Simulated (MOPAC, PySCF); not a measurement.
AlCl₃, SMILES `[Cl][Al]([Cl])[Cl]`, neutral singlet in the gas phase. 

Cartesian coordinates (Å):
```xyz
4

Cl     2.0561    -0.2896    -0.0154
Al     0.0000     0.0000     0.0000
Cl    -0.7772     1.9255     0.0064
Cl    -1.2789    -1.6359     0.0089
```
Charge 0, multiplicity 1.

All levels are single points at this geometry (B3LYP-D3(BJ)/def2-TZVP); Pople sets use spherical d functions. Orbital energies aren't observables, and empty levels follow the basis.

```tsv
level	HOMO (eV)	LUMO (eV)	gap (eV)	dipole (D)	vertical IE, Delta-SCF (eV)
B3LYP-D3(BJ)/def2-TZVP in PySCF	-9.08	-1.59	7.49	0.00	11.30
PBE-D3(BJ)/def2-TZVP in PySCF	-7.96	-2.17	5.78	0.00	10.85
B3LYP/3-21G in PySCF	-9.40	-2.23	7.17	0.00	–
M06-2X/6-31G* in PySCF	-10.72	-0.82	9.89	0.00	–
HF/3-21G in PySCF	-13.18	0.93	14.12	0.00	–
HF/6-31G* in PySCF	-12.73	1.58	14.32	0.00	12.08
HF/STO-3G in PySCF	-11.13	5.62	16.75	0.00	–
AM1 in MOPAC	-12.40	-1.62	10.77	0.00	–
PM6 in MOPAC	-11.48	-0.43	11.04	0.00	–
```
